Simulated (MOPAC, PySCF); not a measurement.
The scaffold ethynyl-X carries different groups X. Gas-phase values, no solvent. One relaxed conformer stands for each flexible species; it need not be the lowest. Strings in code marks are SMILES.

Quantity: vertical ionisation energy (energy after one electron is removed minus that of the parent at the parent's geometry), in eV.

Level 1: B3LYP/6-31G* // B3LYP-D3(BJ)/def2-TZVP (PySCF)
Level 2: PBE/6-31G* // B3LYP-D3(BJ)/def2-TZVP (PySCF)
Level 3: minus the HOMO energy of HF/STO-3G // B3LYP-D3(BJ)/def2-TZVP (PySCF)
Level 4: minus the HOMO energy of PM3 // B3LYP-D3(BJ)/def2-TZVP (MOPAC)

```json
[
 {"species": "`C#C`", "level 1": "11.15", "level 2": "11.21", "level 3": "9.56", "level 4": "11.55"},
 {"species": "`BC#C`", "level 1": "10.33", "level 2": "10.20", "level 3": "9.07", "level 4": "10.88"},
 {"species": "`C#CCF`", "level 1": "10.49", "level 2": "10.21", "level 3": "9.23", "level 4": "11.22"}
]
```
